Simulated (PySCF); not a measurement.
# NH (triplet) at other levels of theory

Aim: see what other levels and later steps give for NH (triplet).

Program: PySCF 2.14.0. Level of theory: method and basis as typed in the scripts. These are calculated values, not measurements.

2 further runs of the same task are left out: 2 that didn't finish.

## Step 1: Starting geometry

NH (triplet): 2 atoms, charge 0, spin multiplicity 3.

Bond lengths: H1–N2 0.975 Å.

## Step 2: Base script

Contents of input.py:

```python
from pyscf import gto, scf

mol = gto.M(
    atom='H 0 0 0; N 0 0 0.975',
    basis='crenbl',
    ecp={'N': 'crenbl'},
    charge=0,
    spin=2,
    symmetry=True,
    verbose=4,
)
mf = scf.UHF(mol)
mf = mf.density_fit(auxbasis='def2-universal-jkfit')
mf.kernel()
mf.mulliken_pop()
mf.dip_moment()
print('orbital energies (hartree):', [e[max(0, n-3):n+3].round(4) for e, n in zip(mf.mo_energy, mol.nelec)])
```

Command:

```
$ python input.py
```

## Step 3: Stability test

Variant 1 changes step after the SCF: analyze → stability; point-group symmetry: on → off.

input.py: that of step 2 with these lines changed.

```diff
@@ -8,3 +8,2 @@
     spin=2,
-    symmetry=True,
     verbose=4,
@@ -14,3 +13,3 @@
 mf.kernel()
-mf.mulliken_pop()
+mf.stability(internal=True, external=True)
 mf.dip_moment()
```

## Step 4: EOM-EE

Variant 2 changes step after the SCF: analyze → eomee; number of roots: none → 6.

input.py: that of step 2 with these lines changed.

```diff
@@ -1,2 +1,2 @@
-from pyscf import gto, scf
+from pyscf import gto, scf, cc
 
@@ -14,3 +14,6 @@
 mf.kernel()
-mf.mulliken_pop()
+mycc = cc.CCSD(mf)
+mycc.kernel()
+e = mycc.eeccsd(nroots=6)[0]
+print('roots (eV) =', (e*27.211386).round(3))
 mf.dip_moment()
```

## Step 5: Bp86 (UKS)

Variant 3 changes functional: none (Hartree–Fock) → bp86; SCF type: UHF → UKS.

input.py: that of step 2 with these lines changed.

```diff
@@ -1,2 +1,2 @@
-from pyscf import gto, scf
+from pyscf import gto, dft
 
@@ -11,3 +11,3 @@
 )
-mf = scf.UHF(mol)
+mf = dft.UKS(mol, xc='bp86')
 mf = mf.density_fit(auxbasis='def2-universal-jkfit')
```

## Step 6: ROHF

Variant 4 changes SCF type: UHF → ROHF.

Contents of input.py:

```python
from pyscf import gto, scf

mol = gto.M(
    atom='H 0 0 0; N 0 0 0.975',
    basis='crenbl',
    ecp={'N': 'crenbl'},
    charge=0,
    spin=2,
    symmetry=True,
    verbose=4,
)
mf = scf.ROHF(mol)
mf = mf.density_fit(auxbasis='def2-universal-jkfit')
mf.kernel()
mf.mulliken_pop()
mf.dip_moment()
print('orbital energies (hartree):', mf.mo_energy[..., max(0, mol.nelec[1]-3):mol.nelec[0]+3].round(4))
```

## Step 7: Pbe (UKS)

Variant 5 changes functional: none (Hartree–Fock) → pbe; SCF type: UHF → UKS.

input.py: that of step 2 with these lines changed.

```diff
@@ -1,2 +1,2 @@
-from pyscf import gto, scf
+from pyscf import gto, dft
 
@@ -11,3 +11,3 @@
 )
-mf = scf.UHF(mol)
+mf = dft.UKS(mol, xc='pbe')
 mf = mf.density_fit(auxbasis='def2-universal-jkfit')
```

**Question.** What will these runs give? Wanted: for each run, E(SCF); from base; gap, α spin; SCF dipole; after the SCF.

The runs gave:

| run | E(SCF) (hartree) | from base (eV) | cycles | gap, α spin (eV) | SCF dipole (D) | after the SCF |
| --- | --- | --- | --- | --- | --- | --- |
| base | -10.183114 | 0 | 10 | 19.79 | 1.99 | n/a |
| stability test | -10.183114 | 0.0000 | 10 | 19.79 | 1.99 | stable |
| EOM-EE | -10.183114 | 0.0000 | 10 | 19.79 | 1.99 | CCSD correlation -2.038 eV, first root 1.99 eV |
| bp86 (UKS) | -10.386771 | not comparable | 8 | 9.18 | 1.87 | n/a |
| ROHF | -10.177539 | +0.1517 | 8 | n/a | 1.97 | n/a |
| pbe (UKS) | -10.359097 | not comparable | 8 | 9.00 | 1.85 | n/a |

**Reading.** A lower total energy from another functional means nothing by itself. The dearest run is “EOM-EE”, at 12 s against 0.67 s.
